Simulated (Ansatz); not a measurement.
**C2H2FO+ (SMILES [OH+]=C=CF): single points off equilibrium**

An exercise on one series of results from a longer session: the logs are not shown, and one member is left open.

Computed with Ansatz 0.2.0, Gaussian basis. Level: single points in def2-TZVPP.

Correlated methods freeze the cores.

**The starting structure**

6 atoms, charge 1, spin multiplicity 1.

Atoms are counted from 1 here; the program's logs count them from 0.

Bond lengths: O1–C2 1.188 Å, O1–H5 1.185 Å, C2–C3 1.448 Å, C3–F4 1.268 Å, C3–H6 1.110 Å. Angles: C2–O1–H5 104.5°, O1–C2–C3 166.9°, C2–C3–F4 129.4°, C2–C3–H6 110.6°, F4–C3–H6 119.8°.

As a file:

```xyz
6
C2H2FO
O    -0.5198    1.2852   -0.8457
C    -0.1071    0.3226   -0.2845
C     0.1226   -0.8163    0.5805
F    -0.3537   -1.9891    0.5091
H     0.2648    1.4841   -1.7106
H     0.7297   -0.5210    1.4615
```

The first run:

Input file run/in.yaml:

```yaml
crystal:
  periodic: [false, false, false]
  atoms:
    - {symbol: O, position_ang: [-0.519800, 1.285200, -0.845700]}
    - {symbol: C, position_ang: [-0.107100, 0.322600, -0.284500]}
    - {symbol: C, position_ang: [0.122600, -0.816300, 0.580500]}
    - {symbol: F, position_ang: [-0.353700, -1.989100, 0.509100]}
    - {symbol: H, position_ang: [0.264800, 1.484100, -1.710600]}
    - {symbol: H, position_ang: [0.729700, -0.521000, 1.461500]}
basis:
  gaussian: {orbitals: def2-TZVPP}
total_charge: 1
correlation: {method: ccsd_t}
output: {forces: true}
```

No record of the launch command was kept for these runs.

Among the steps run: CCSD(T)/def2-TZVPP; PBE0-D4/def2-TZVPP; wB97M-V/def2-TZVPP; r2SCAN-D4/def2-TZVPP; PBE-D4/def2-TZVPP; wB97X-V/def2-TZVPP; B97M-V/def2-TZVPP.

One table of the session follows, with a row left open; its other results are not shown here.

```
   method  RMS force component (eV/Å)  angle to CCSD(T) forces (°)
  CCSD(T)                       3.170                    reference
  PBE0-D4                       3.096                          6.7
  wB97M-V                       3.237                          4.4
r2SCAN-D4                       3.068                          4.8
   PBE-D4                       3.037                          4.5
  wB97X-V                       3.308                          4.0
   B97M-V                           ?                            ?
```

**Question.** Estimate the row for B97M-V.

As computed: RMS force component (eV/Å): 3.088; angle to CCSD(T) forces (°): 6.3. In the column «RMS force component (eV/Å)» it lies between r2SCAN-D4 (3.068) and PBE0-D4 (3.096).
